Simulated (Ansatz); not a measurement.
**doublet CFO: levels of theory in one basis**

```csv
atom,x (Å),y (Å),z (Å)
F,0.0000,0.2314,-1.2268
C,0.0000,-0.3926,0.0468
O,0.0000,0.1611,1.1800
```

Basis set: def2-SVP (spherical functions). Correlated methods keep 3 orbitals frozen. Correlation on ROHF uses semicanonical orbitals with singles. Charge 0, multiplicity 2.

Computed with Ansatz (development build ahead of 0.2.0); each method stands on the lowest determinant of its kind that the runs found.

```csv
method,E − E(ROHF) (eV),<S²> of the determinant
ROHF,0.00,0.75
UHF,-0.20,0.89
UHF-MP2,-13.21,0.89
ROHF-CCSD(T),-14.08,–
UHF-CCSD(T),-14.06,0.89
```

(1) What does ROHF-MP2 give on the same scale?

## Answers

(1) -13.54 eV.

Caution for UHF, UHF-MP2, UHF-CCSD(T): the unrestricted determinant is spin contaminated.
